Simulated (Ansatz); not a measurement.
Frontier orbitals of `C/C=C/CC`.

Z-matrix (Å, degrees):
```
C
C 1 1.490
H 1 1.095 2 111.2
H 1 1.092 2 111.4 3 -120.7
H 1 1.095 2 111.2 3 118.6
C 2 1.327 1 125.2 3 120.0
H 2 1.090 1 116.4 3 -59.8
C 6 1.492 2 125.3 1 179.5
H 6 1.091 2 118.6 1 0.5
C 8 1.525 6 112.6 2 -119.2
H 8 1.094 6 109.4 2 3.5
H 8 1.097 6 109.3 2 119.7
H 10 1.093 8 111.1 6 -58.1
H 10 1.093 8 111.3 6 -178.1
H 10 1.093 8 110.9 6 61.5
```

Charge 0, multiplicity 1. Geometry: relaxed with PBE0-D4/def2-TZVP. It is one conformer, not always the lowest. Basis def2-TZVPP, the Gaussian-basis code of Ansatz.

```tsv
functional	HOMO (eV)	LUMO (eV)	gap (eV)
PBE	-5.81	-0.38	5.43
r2SCAN	-5.99	-0.11	5.88
PBE0	-6.91	0.65	7.56
r2SCANh	-6.41	0.26	6.67
BHLYP	-7.88	1.72	9.60
ωB97M-V	-9.15	2.64	11.79
HF	-9.33	3.95	13.28
```

From PBE to PBE0 the HOMO moves by −1.11 eV and the LUMO by +1.03 eV, and with ωB97M-V by −3.34 and +3.01 eV, so the gap grows from 5.43 to 11.78 eV with exact exchange. A positive LUMO is unbound and depends on the basis.
